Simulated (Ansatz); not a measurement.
**Relaxing KRe**

Method: DFT PBE, scalar-relativistic, plane waves, PAW (Ansatz 0.2.0). Cutoff 420 eV, Γ-centred k mesh, Gaussian smearing, no spin polarisation in the final step.

A relaxed cell is given with its space group left out.

```
CELL_PARAMETERS angstrom
3.96655 0.00000 0.00000
0.00000 2.86833 0.00000
0.00000 0.00000 10.69011
ATOMIC_POSITIONS crystal
K 0.75000 0.00000 0.70988
K 0.25000 0.00000 0.29012
Re 0.75000 0.50000 0.06024
Re 0.25000 0.50000 0.93976
```

Formation energies are uncorrected and refer to the elements' standard structures at the same level.

What space group does it have?

Pmma (No. 51). Conventional cell: a = 3.967 Å, b = 2.868 Å, c = 10.690 Å. K is coordinated by 2 K at 2.87 Å; Re has 2 Re at 2.36 Å.

How far does it lie from the elements in energy?

1.07 eV/atom.

Is it a metal?

Yes, bands cross the Fermi level on the 12×16×6 mesh.

The final run used a 12×16×6 mesh on its 4-atom cell and 0.10 eV smearing. The k mesh leaves about 4 meV/atom of noise in metals. Spin–orbit coupling is left out. The cell came from a trial start, so KRe may not exist in this structure.

Cost: 3 runs of about 7.3 core-minutes in all, on Intel Xeon Platinum 8488C (Sapphire Rapids) (shared hosts).